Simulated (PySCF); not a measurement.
Molecule: SMILES O=C(F)F, CF2O.

Molfile (atoms numbered from 1):
```
CF2O
     RDKit          3D

  4  3  0  0  0  0  0  0  0  0999 V2000
   -0.3473    1.0568    0.7936 O   0  0  0  0  0  0  0  0  0  0  0  0
   -0.0629    0.0280    0.3117 C   0  0  0  0  0  0  0  0  0  0  0  0
    0.9437   -0.7310    0.6569 F   0  0  0  0  0  0  0  0  0  0  0  0
   -0.6988   -0.5626   -0.6650 F   0  0  0  0  0  0  0  0  0  0  0  0
  1  2  2  0
  2  3  1  0
  2  4  1  0
M  END
```

Geometry PBE0-D3(BJ)/def2-SVP throughout; GIAO in PySCF 2.14.0 with density-fitted response routines, gas phase, one conformer, non-relativistic; equivalent atoms averaged; basis pcSseg-2.

Question: How do the absolute shieldings σ depend on the functional? (ppm; last column core-seconds on 1 thread of an Arm Neoverse V1, shared host)

Answer: 
| functional | kind | O1 | C2 | F3/F4 | core-s |
| --- | --- | --- | --- | --- | --- |
| WP04 | global hybrid | -1.3 | 26.7 | 192.7 | 4.8 |
| B97-2 | global hybrid | 20.7 | 40.0 | 200.7 | 4.7 |
| BHandHLYP | global hybrid | 8.6 | 38.9 | 213.6 | 4.7 |
| CAM-B3LYP | range-separated hybrid | 9.2 | 34.3 | 202.3 | 6.2 |
| wB97X-D | range-separated hybrid | 11.0 | 37.7 | 201.5 | 6.2 |
| LC-wPBE | range-separated hybrid | 15.4 | 37.4 | 206.3 | 8.6 |

Question: Which nucleus moves most, in ppm?

Answer: O1 (carbonyl oxygen): from -1.3 ppm with WP04 to 20.7 ppm with B97-2. The smallest spread is 13.3 ppm, at C2.
